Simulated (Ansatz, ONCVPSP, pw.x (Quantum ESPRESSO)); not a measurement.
## tungsten: does the ONCV potential hold in the solid?

W (Z = 74), optimised norm-conserving Vanderbilt (ONCV), made with ONCVPSP 4.0.1.1 (patched build) (LDA (Perdew-Wang 92), scalar-relativistic). Core [Kr] 4d10 4f14, reference 5s2 5p6 5d4 6s1.5 6p0.5. Waves: 5s+6s: rc 2.00 bohr, ncon 4, nbas 8, qcut 7.4 1/bohr, 2 projectors; 5p+6p: rc 1.75 bohr, ncon 4, nbas 8, qcut 6.9 1/bohr, 2 projectors; 5d: rc 2.45 bohr, ncon 3, nbas 7, qcut 6.1 1/bohr, 2 projectors, debl 2.2 Ha. Local part: polynomial inside 1.10 bohr (lpopt 5, dvloc0 6 Ha). Core correction: none.

Atomic tests: cutoffs needed: 16 Ha and 20 Ha (the cutoffs (Ha) at which the residual kinetic energy of the hardest occupied pseudo-wave falls to 1 and 0.1 mHa per electron); ghost test: no bound ghost flagged; GHOST(+) flagged for s at 143.0 eV; largest excitation error: -6.7 meV (all-electron minus pseudo) for 5s2 5p6 5d4 6s0 6p0, out of 4 test configurations.

Crystal test: fcc W in pw.x 7.5, no spin, 14³ k-points, Fermi–Dirac smearing 0.01 Ry, cutoffs 50/200 Ry. The reference is all-electron LAPW (Ansatz 0.2.0) with the same functional, mesh and smearing; V0 and B0 come from Birch–Murnaghan fits to the pressures at five volumes. Errors are pseudo minus all-electron; Δ is the rms difference of the E(V) curves that follow from these fits, minima aligned, over ±6 % about the mean V0. Mesh and smearing are coarse, so the numbers serve the comparison and aren't converged zero-temperature values; the lattice is a test structure that the element need not adopt.

```
V (Å³/atom)  P all-electron (GPa)  P pseudo (GPa)
     14.903                 17.87           12.46
     15.295                  8.51            3.65
     15.687                  0.24           -4.14
     16.079                 -7.07          -11.03
     16.471                -13.52          -17.11
```

All-electron: a0 = 3.975 Å (V0 = 15.70 Å³/atom), B0 = 309.7 GPa.

Pseudopotential: mean pressure error (GPa): -4.44; a0 (Å): 3.956; a0 error (%): -0.48; B0 error (%): -0.3; Δ (meV/atom): 15.4.

Question: At the middle volume, how do free energy and pressure move when the wave cutoff is lowered (ecutrho kept at four times it)?

Answer:

```csv
cutoff (Ry),shift of F (meV/atom),shift of P (GPa)
22,+922.3,-35.62
30,+194.0,-6.48
40,+20.9,-1.60
```

Input at the middle volume:

```
&control
  calculation='scf', prefix='x', pseudo_dir='./', outdir='./tmp', tstress=.true., disk_io='none'
/
&system
  ibrav=0, nat=1, ntyp=1, ecutwfc=50, ecutrho=200, nbnd=15,
  occupations='smearing', smearing='fd', degauss=0.01
/
&electrons
  conv_thr=1e-09, mixing_beta=0.4, electron_maxstep=70
/
ATOMIC_SPECIES
W 1.0 W.UPF
CELL_PARAMETERS angstrom
  0.00000000 1.98687235 1.98687235
  1.98687235 0.00000000 1.98687235
  1.98687235 1.98687235 0.00000000
ATOMIC_POSITIONS crystal
W 0.0000 0.0000 0.0000
K_POINTS automatic
14 14 14 0 0 0
```

```bash
pw.x < W.scf.in > W.scf.out
```

Lines of the output:

```
Message from routine setup:
     using ibrav=0 with symmetry is DISCOURAGED, use correct ibrav instead
     lattice parameter (alat)  =       5.3099  a.u.
     unit-cell volume          =     105.8611 (a.u.)^3
     number of electrons       =        14.00
     number of Kohn-Sham states=           15
     kinetic-energy cutoff     =      50.0000  Ry
     charge density cutoff     =     200.0000  Ry
     scf convergence threshold =      1.0E-09
     Exchange-correlation= SLA  PW   NOGX NOGC
     number of k points=   104  Fermi-Dirac smearing, width (Ry)=  0.0100
     iteration #  1     ecut=    50.00 Ry     beta= 0.40
     total energy              =    -137.54150660 Ry
     estimated scf accuracy    <       0.04962886 Ry
     iteration #  2     ecut=    50.00 Ry     beta= 0.40
     total energy              =    -137.54155610 Ry
     estimated scf accuracy    <       0.00701182 Ry
     iteration #  3     ecut=    50.00 Ry     beta= 0.40
     total energy              =    -137.54249537 Ry
     estimated scf accuracy    <       0.00028508 Ry
     iteration #  4     ecut=    50.00 Ry     beta= 0.40
     total energy              =    -137.54251414 Ry
     estimated scf accuracy    <       0.00000377 Ry
     iteration #  5     ecut=    50.00 Ry     beta= 0.40
     total energy              =    -137.54251536 Ry
     estimated scf accuracy    <       0.00000022 Ry
     iteration #  6     ecut=    50.00 Ry     beta= 0.40
     the Fermi energy is    21.8439 ev
!    total energy              =    -137.54251537 Ry
     estimated scf accuracy    <          5.9E-10 Ry
     smearing contrib. (-TS)   =      -0.00506576 Ry
     The total energy is F=E-TS. E is the sum of the following terms:
     one-electron contribution =     -19.08658264 Ry
     hartree contribution      =      16.41295061 Ry
     xc contribution           =     -15.19430605 Ry
     ewald contribution        =    -119.66951153 Ry
     convergence has been achieved in   6 iterations
          total   stress  (Ry/bohr**3)                   (kbar)     P=      -41.41
     Message from routine punch:
     Nothing written, as per user request (disk_io='none')
```

The run at the middle volume (104 k-points, 6 iterations) took about 7.3 s on one core of a shared host (Neoverse-V2, 96 threads, 742 GiB, load 30).
